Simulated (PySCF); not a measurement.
# Working out the ionisation energy of Li

Li [He] 2s1 (2S) → Li⁺ 1s2 (1S). Computed with PySCF 2.14 in x2c-TZVPPall, with scalar relativity by spin-free X2C-1e. Frozen: nothing. Energies in hartree (1 hartree = 27.21139 eV):

```csv
part,Li (lower),Li⁺ (upper)
UHF,-7.433320,-7.236996
MP2 opposite-spin,-0.030657,-0.030019
MP2 same-spin,-0.000352,0.000000
```

What does Hartree-Fock give?

(-7.236996) − (-7.433320) = 0.196324 hartree = 5.342 eV.

What do MP2 and SCS-MP2 (6/5 opposite-spin, 1/3 same-spin) give?

The opposite-spin parts differ by 0.017 eV and the same-spin parts by 0.010 eV. MP2: 5.342 + (0.017) + (0.010) = 5.369 eV. SCS-MP2: 5.342 + 1.2 × (0.017) + (0.010)/3 = 5.366 eV.

Measured between the centres of the two terms (NIST): 5.392 eV, so MP2 (valence and next inner shell) is off by -0.023 eV.

What remains against the reference includes basis incompleteness and correlation beyond second order.
